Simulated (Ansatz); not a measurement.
## PH⁻, sextet: the ladder up to full CI

Geometry: that of the PH⁻, quartet, kept fixed. The doublet lies 7.9 eV lower here.

| atom | x (Å) | y (Å) | z (Å) |
| --- | --- | --- | --- |
| P | 0.0000 | 0.0000 | 0.0000 |
| H | 0.0000 | 0.0000 | 1.5586 |

Basis 6-31++G** (Cartesian d functions); Ansatz 0.2.0. Only valence electrons are correlated (noble-gas cores frozen), which leaves 7 electrons in 24 orbitals. R marks a restricted (for open shells ROHF) determinant, U an unrestricted one. Active spaces: frontier = (7e, 11o) about the gap. This anion state lies near or above the neutral species, so the extra electron is weakly bound or unbound and the energies hang on the diffuse functions.

Full CI is exact within this basis and frozen core; it isn't the basis-set limit. The frozen core follows each run's orbitals, which can shift R against U totals by a few meV.

For open shells CISD and CISDTQ are restricted-active-space CI with the open shells as a complete middle space.

The UHF ⟨S²⟩ is 8.753. The T1 diagnostic (RCCSD) is 0.0329. The largest doubles amplitude (RCCSD) is 0.037 and the T1 diagnostic (UCCSD) is 0.0330.

```csv
level,E − E(full CI) (kJ/mol),share of correlation (%),wall time
RHF,227.9,0.00,–
UHF,222.8,2.26,–
RMP2,51.4,77.45,–
UMP2,53.0,76.74,–
CISD,7.9,96.51,1.7 s
RCCSD,6.4,97.19,–
UCCSD,6.3,97.23,–
RCCSD(T),1.6,99.30,2.8 s
UCCSD(T),1.6,99.32,3 s
BCCD(T),1.6,99.30,3.1 s
RCCSDT,0.3,99.88,–
UCCSDT,0.2,99.90,–
CISDTQ,0.1,99.97,18 s
RCCSDT(Q),0.1,99.97,6 s
UCCSDT(Q),0.0,99.99,5 s
CASSCF (frontier space),101.0,55.68,–
NEVPT2 (frontier space),28.6,87.45,12 s
MRCISD (frontier space),5.8,97.45,–
MRCISD+Q (frontier space),3.2,98.58,16 s
MRCISD+Q(relaxed) (frontier space),0.5,99.79,20 s
```

The correlation energy at full CI, counted from RHF, is -2.362 eV. That run took 55 s on 1 thread of Arm Neoverse V1, shared host over 814,172 determinants.

Times hold each run's SCF and search for its determinant on a shared host, so for small cases they say little of a method's own cost; they ran on 1 thread of Arm Neoverse V1.

The full-CI state has the irrep A2 of C2v, in the program's axes (one component, if the state is degenerate).

Natural occupations of full CI about the gap: 1.949 1.003 0.992 0.992 0.991 0.987 0.012 0.012 0.009 0.009; effectively unpaired electrons, Σ n²(2−n)², 5.01.
